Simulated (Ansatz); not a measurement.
# NH2 radical: geometry and frequencies at several levels

An exercise on one series of results from a longer session: the logs are not shown, and one member is left open.

Computed with Ansatz 0.2.0 (the levels named in each step, unless a step's input says otherwise).

## Starting point

Bond lengths: N1–H2 1.012 Å, N1–H3 1.012 Å. Angles: H2–N1–H3 111.4°.

As a file:

```xyz
3

N     0.0004    0.0717   -0.0006
H    -0.8385   -0.4941   -0.0012
H     0.8332   -0.5028    0.0091
```

The first run:

The input, input.yaml:

```yaml
crystal:
  periodic: [false, false, false]
  atoms:
    - { symbol: "N", position_ang: [0.00038, 0.07174, -0.00057] }
    - { symbol: H, position_ang: [-0.83847, -0.49408, -0.00118] }
    - { symbol: H, position_ang: [0.8332, -0.50283, 0.00909] }
magnetization:
  spin_polarized: true
  initial_magnetization: 1
basis:
  gaussian: { orbitals: def2-SVP }
hamiltonian:
  xc: pbe
  dispersion: d4
relax:
  f_tol: 0.03
  max_steps: 200
```

Run with:

```console
> ansatz run input.yaml --threads 2 --pin off --max-ram 5120MiB --backend cpu --events-out ev --progress --plain --runs-dir out
```

Among the steps run: A rough first relaxation, PBE-D4/def2-SVP; Relaxation, PBE0-D4/def2-TZVPP; Relaxation, CCSD(T)/cc-pV(T+d)Z; Frequencies, CCSD(T)/cc-pV(T+d)Z; Relaxation, CCSD(T)/cc-pwCVTZ, all electrons; Relaxation, CCSD(T)/cc-pwCVQZ, all electrons.

One table of the session follows, with a row left open; its other results are not shown here.

| level | dipole (D) |
| --- | --- |
| PBE0-D4/def2-TZVPP | ? |
| CCSD(T)/cc-pV(T+d)Z | 1.83 |
| CCSD(T)/cc-pwCVTZ, all electrons | 1.83 |
| CCSD(T)/cc-pwCVQZ, all electrons | 1.82 |

Estimate the missing values for PBE0-D4/def2-TZVPP.

The run gave: dipole (D): 1.87. In the column «dipole (D)» it is the highest.
